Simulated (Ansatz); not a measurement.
# N2H (doublet): from a generated start to a stationary point

Aim: relax a generated start of N2H (doublet) and see which bonds hold.

Method: UKS PBE0/def2-TZVP; program: Ansatz 0.2.0, Gaussian basis.

## Step 1: Starting geometry

3 atoms, charge 0, spin multiplicity 2.

Atoms are counted from 1 here; the program's logs count them from 0.

Bond lengths: N1–N2 1.164 Å, N1–H3 1.037 Å. Angles: N2–N1–H3 124.8°.

The start was built by rule and, where that kept it together, relaxed with GFN2-xTB. Sticks and bond lists go by distance. 

## Step 2: The run

The input, in.yaml:

```yaml
crystal:
  periodic: [false, false, false]
  atoms:
    - {symbol: N, position_ang: [-0.539277, -0.052541, -0.001652]}
    - {symbol: N, position_ang: [0.623241, -0.003128, 0.001690]}
    - {symbol: H, position_ang: [-1.166796, 0.773593, -0.000538]}
basis:
  gaussian: {orbitals: def2-TZVP}
magnetization: {spin_polarized: true, initial_magnetization: 1}
hamiltonian: {xc: pbe0}
relax: {f_tol: 0.004, max_steps: 80}
```

Run with:

```bash
ansatz run in.yaml --threads 1 --pin off --events-out ev --progress --plain --max-ram 1740MiB
```

**Question.** What will these runs give? Wanted: energy gained; shift from the start; total energy; dipole moment; ⟨S²⟩.

The runs gave:

```
                  quantity          value
                     steps              6
             energy gained       0.036 eV
shift from the start (rms)        0.038 Å
              total energy  -2991.9218 eV
             dipole moment         1.93 D
                      ⟨S²⟩          0.756
```

In words: The bonds of the start are those of the end. N1–H3 went from 1.037 to 1.057 Å. No vibrations were run, so this is a stationary point, not a proven minimum, and this spin need not be the ground state's.
